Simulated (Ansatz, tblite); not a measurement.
# MgCl2: rung by rung

Aim: run the singlet of MgCl2 at one geometry on many levels, and compare frontier levels, spin and run time.

Method: as each input shows; program: Ansatz 0.2.0, Gaussian basis.

Plan: GFN1-xTB, GFN2-xTB, PBE-D4/def2-TZVP, r2SCAN-D4/def2-TZVP, BHLYP-D4/def2-TZVP, BLYP-D4/def2-TZVP, ωB97M-V/def2-TZVP, PBE-QIDH/def2-TZVP, HSE06-D4/def2-TZVP, r2SCANh-D4/def2-TZVP, r2SCAN0-D4/def2-TZVP, LC-ωPBE(0.10)/def2-TZVP, LC-ωPBE(0.15)/def2-TZVP, LC-ωPBE(0.20)/def2-TZVP, LC-ωPBE(0.30)/def2-TZVP, PBE-D4/def2-SVP, PBE0-D4/def2-SVP, HF/STO-3G, HF/6-31G, B3LYP-D4/6-31G, PBE0-D4/def2-TZVPD, PBE-D4/def2-TZVPD, r2SCAN-D4/def2-TZVPD, CCSD(T)/def2-TZVPP, MP2/def2-TZVP, RPA/def2-TZVP, CCSD(T)/def2-TZVPD.

## Step 1: The relaxed structure

The geometry is that of the singlet, from an earlier relaxation (PBE0-D4/def2-TZVP).

3 atoms, charge 0, spin multiplicity 1.

Bond lengths: Mg1–Cl2 2.168 Å, Mg1–Cl3 2.168 Å. Angles: Cl2–Mg1–Cl3 179.5°.

PBE0-D4/def2-TZVP was run before; its log isn't repeated, and its numbers join the tables.

## Step 2: GFN1-xTB

Tight binding, by tblite at 300 K electronic temperature and without a spin-polarisation term:

```python
tblite.interface.Calculator('GFN1-xTB', numbers, positions, charge=0, uhf=0).singlepoint()
```

Energy -252.7576 eV, HOMO -13.16 eV, LUMO -9.40 eV; 0.002 s.

## Step 3: GFN2-xTB

Tight binding, by tblite at 300 K electronic temperature and without a spin-polarisation term:

```python
tblite.interface.Calculator('GFN2-xTB', numbers, positions, charge=0, uhf=0).singlepoint()
```

Energy -264.9555 eV, HOMO -11.68 eV, LUMO -9.11 eV; 0.003 s.

## Step 4: PBE-D4/def2-TZVP

start.molden holds the orbitals of an earlier run on this state, given as this run's starting guess.

in.yaml

```yaml
crystal:
  periodic: [false, false, false]
  atoms:
    - {symbol: Mg, position_ang: [-0.005885, -0.003393, -0.000099]}
    - {symbol: Cl, position_ang: [-0.013563, -0.018562, 2.168131]}
    - {symbol: Cl, position_ang: [0.019437, 0.021955, -2.168042]}
basis:
  gaussian: {orbitals: def2-TZVP, initial_orbitals: start.molden}
hamiltonian: {xc: pbe, dispersion: d4}
scf: {omitted_lower_state_checks: [starts]}
output: {orbitals: {seedname: orbitals}}
```

Command:

```
$ ansatz run in.yaml --threads 4 --pin off --events-out ev --progress --plain --max-ram 3916MiB
```

After this run come: r2SCAN-D4/def2-TZVP; BHLYP-D4/def2-TZVP; BLYP-D4/def2-TZVP; ωB97M-V/def2-TZVP; PBE-QIDH/def2-TZVP; HSE06-D4/def2-TZVP; r2SCANh-D4/def2-TZVP; r2SCAN0-D4/def2-TZVP; LC-ωPBE(0.10)/def2-TZVP; LC-ωPBE(0.15)/def2-TZVP; LC-ωPBE(0.20)/def2-TZVP; LC-ωPBE(0.30)/def2-TZVP; PBE-D4/def2-SVP; PBE0-D4/def2-SVP; HF/STO-3G; HF/6-31G; B3LYP-D4/6-31G; PBE0-D4/def2-TZVPD; PBE-D4/def2-TZVPD; r2SCAN-D4/def2-TZVPD; CCSD(T)/def2-TZVPP; MP2/def2-TZVP; RPA/def2-TZVP; CCSD(T)/def2-TZVPD.

**Question.** What will the summary of the whole plan be? Wanted: gap in def2-TZVP, named functionals, smallest and largest; gap over the ω; correlation energy, CCSD(T)/def2-TZVPP; correlation energy, MP2/def2-TZVP; correlation energy, CCSD(T)/def2-TZVPD; binding an atom, CCSD(T)/def2-TZVPP; PBE0 total energy, smallest basis above largest.

**Answer**, as computed:

| quantity | value |
| --- | --- |
| gap in def2-TZVP, named functionals, smallest and largest | 4.97 eV (BLYP-D4), 10.92 eV (ωB97M-V) |
| gap over the ω (1/bohr) | 7.95 eV at 0.1, 11.20 eV at 0.3 |
| correlation energy, CCSD(T)/def2-TZVPP | -16.95 eV |
| correlation energy, MP2/def2-TZVP | -15.24 eV |
| correlation energy, CCSD(T)/def2-TZVPD | -16.93 eV |
| binding an atom, CCSD(T)/def2-TZVPP | 2.586 eV |
| PBE0 total energy, smallest basis above largest | 10.54 eV (def2-SVP, def2-TZVPD) |

Orbital gaps of the named functionals in def2-TZVP span 4.97 eV (BLYP-D4) to 10.92 eV (ωB97M-V); exact exchange widens it. Raising the ω (1/bohr) from 0.1 to 0.3 moves the HOMO by -2.12 eV and the LUMO by +1.14 eV. A small miss in a minimal or small basis is a cancelling of errors, not accuracy. The functionals in def2-TZVP miss CCSD(T)/def2-TZVPP by -0.005 (BLYP-D4) to +0.207 eV (r2SCAN-D4) an atom. The reference is CCSD(T) in one finite basis, so it carries an error of its own, often a tenth of an eV or more, and near misses can't be ranked.
